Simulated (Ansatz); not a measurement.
# H2Cl (doublet): the correlation ladder at distance H1–H2 along a hydrogen transfer = 1.328 Å, 6-31G

How much of the correlation energy of H2Cl (doublet) does each wave-function method recover here?

Method: 6-31G, core rule «outside noble gas», up to 5 orbitals frozen; program: Ansatz 0.2.0, Gaussian basis.

Plan: UHF; CCSD(T) on ROHF; CCSD(T) on UHF; BCCD(T) on ROHF; CISD; CCSDT(Q) on ROHF; CCSDT(Q) on UHF; CISDTQ; CCSDTQ on ROHF; CCSDTQ on UHF; CASSCF and MRCISD+Q, 3 electrons in 3 orbitals; CASSCF and NEVPT2, 3 electrons in 3 orbitals; CASSCF and MRCISD+Q, 9 electrons in 6 orbitals; CASSCF and NEVPT2, 9 electrons in 6 orbitals; Full CI.

5 further runs of the same task are left out: 3 that didn't finish, 2 set aside as unsound or not needed.

## 1. The system

The geometry derives from fragments relaxed apart (PBE0/def2-TZVP) and kept rigid, so it is no stationary point. A hydrogen atom is moved between rigid fragments.

3 atoms, charge 0, spin multiplicity 2.

Atoms are counted from 1 here; the program's logs count them from 0.

Bond lengths: H2–Cl3 1.350 Å.

## 2. UHF

Input file in.yaml:

```yaml
crystal:
  periodic: [false, false, false]
  atoms:
    - {symbol: H, position_ang: [0.000000, 0.000000, -1.335333]}
    - {symbol: H, position_ang: [0.000000, 0.000000, -0.007333]}
    - {symbol: Cl, position_ang: [0.000000, 0.000000, 1.342667]}
basis:
  gaussian: {orbitals: 6-31G}
magnetization: {spin_polarized: true, initial_magnetization: 1}
hamiltonian: {xc: hf}
output: {orbitals: {seedname: orbitals}}
```

Launch:

```sh
$ ansatz run in.yaml --threads 1 --pin off --events-out ev --progress --plain --max-ram 2393MiB
```

After this run come: CCSD(T) on ROHF; CCSD(T) on UHF; BCCD(T) on ROHF; CISD; CCSDT(Q) on ROHF; CCSDT(Q) on UHF; CISDTQ; CCSDTQ on ROHF; CCSDTQ on UHF; CASSCF and MRCISD+Q, 3 electrons in 3 orbitals; CASSCF and NEVPT2, 3 electrons in 3 orbitals; CASSCF and MRCISD+Q, 9 electrons in 6 orbitals; CASSCF and NEVPT2, 9 electrons in 6 orbitals; Full CI.

Q: Predict the results of all the runs planned. Wanted: FCI below the RHF energy; RMP2 from FCI; UMP2 from FCI; RCCSD from FCI; RCCSD(T) from FCI; UCCSD(T) from FCI; RCCSDT(Q) from FCI; UCCSDT(Q) from FCI; NEVPT2 pair from FCI.

**Answer**, as computed:

| quantity | value |
| --- | --- |
| FCI below the RHF energy | -1.7192 eV |
| RMP2 from FCI | +30.7 kJ/mol |
| UMP2 from FCI | +30.2 kJ/mol |
| RCCSD from FCI | +1.8 kJ/mol |
| RCCSD(T) from FCI | +0.4 kJ/mol |
| UCCSD(T) from FCI | +0.4 kJ/mol |
| RCCSDT(Q) from FCI | 0.0 kJ/mol |
| UCCSDT(Q) from FCI | 0.0 kJ/mol |
| NEVPT2 pair from FCI | +15.5 kJ/mol |
| MRCISD+Q pair from FCI | +1.6 kJ/mol |
| NEVPT2 valence from FCI | +26.2 kJ/mol |
| levels within 1 kcal/mol (43 meV) | RCCSD, UCCSD, RCCSD(T), UCCSD(T), BCCD(T), RCCSDT, UCCSDT, CISDTQ, RCCSDT(Q), UCCSDT(Q), RCCSDTQ, UCCSDTQ, MRCISD pair, MRCISD+Q pair, MRCISD valence, MRCISD+Q valence |
| T1 diagnostic | 0.017 |
| effectively unpaired electrons | 1.01 |

In words: RCCSD(T) lands +0.4 kJ/mol from the yardstick (0.3 % of the correlation energy). One determinant dominates. Of the multireference levels listed MRCISD+Q valence comes nearest in total energy (+1.4 kJ/mol), which doesn't show that its space is the better one. These misses are within one basis, not against nature; the frozen cores of restricted and unrestricted runs differ, which can shift their rows.
